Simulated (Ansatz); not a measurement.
# CH₂SSi (SMILES [SiH2]=C=S): single points off equilibrium

One table from this session's results is given with a row withheld; the runs are named, their logs left out.

The runs use Ansatz 0.2.0, Gaussian basis; single points in def2-TZVPP.

Cores are frozen in the correlated methods.

### The system as given

SMILES `[SiH2]=C=S`, 5 atoms, charge 0, spin multiplicity 1.

Atoms are counted from 1 here; the program's logs count them from 0.

Bond lengths: Si1–C2 1.646 Å, Si1–H4 1.504 Å, Si1–H5 1.490 Å, C2–S3 1.798 Å. Angles: C2–Si1–H4 128.2°, C2–Si1–H5 110.8°, H4–Si1–H5 106.5°, Si1–C2–S3 147.5°.

As a file:

```
Si   -0.1419    0.3999   -0.4552
C    -0.0705   -0.7302    0.7390
S     0.8653   -2.0490    1.5250
H    -1.1662    0.5336   -1.5490
H     0.0679    1.7669    0.0979
```

Set-up of the first run:

run/in.yaml reads:

```yaml
crystal:
  periodic: [false, false, false]
  atoms:
    - {symbol: Si, position_ang: [-0.141900, 0.399900, -0.455200]}
    - {symbol: C, position_ang: [-0.070500, -0.730200, 0.739000]}
    - {symbol: S, position_ang: [0.865300, -2.049000, 1.525000]}
    - {symbol: H, position_ang: [-1.166200, 0.533600, -1.549000]}
    - {symbol: H, position_ang: [0.067900, 1.766900, 0.097900]}
basis:
  gaussian: {orbitals: def2-TZVPP}
correlation: {method: ccsd_t}
output: {forces: true}
```

The command line of these runs was not kept.

Among the steps run: CCSD(T)/def2-TZVPP; PBE0-D4/def2-TZVPP; wB97M-V/def2-TZVPP; r2SCAN-D4/def2-TZVPP; PBE-D4/def2-TZVPP; r2SCANh-D4/def2-TZVPP; revPBE-D4/def2-TZVPP.

One table of the session follows, with a row left open; its other results are not shown here.

| method | RMS force component (eV/Å) | angle to CCSD(T) forces (°) | dipole (D) |
| --- | --- | --- | --- |
| CCSD(T) | 2.984 | reference | 1.61 |
| PBE0-D4 | 3.124 | 5.9 | 2.10 |
| wB97M-V | ? | ? | ? |
| r2SCAN-D4 | 3.056 | 4.6 | 1.87 |
| PBE-D4 | 2.947 | 4.2 | 1.69 |
| r2SCANh-D4 | 3.110 | 5.3 | 2.01 |
| revPBE-D4 | 2.957 | 3.8 | 1.67 |

Q: Estimate the row for wB97M-V from the others.

**Answer.** RMS force component (eV/Å): 3.123; angle to CCSD(T) forces (°): 6.5; dipole (D): 2.30. In the column «RMS force component (eV/Å)» it lies between r2SCANh-D4 (3.110) and PBE0-D4 (3.124).
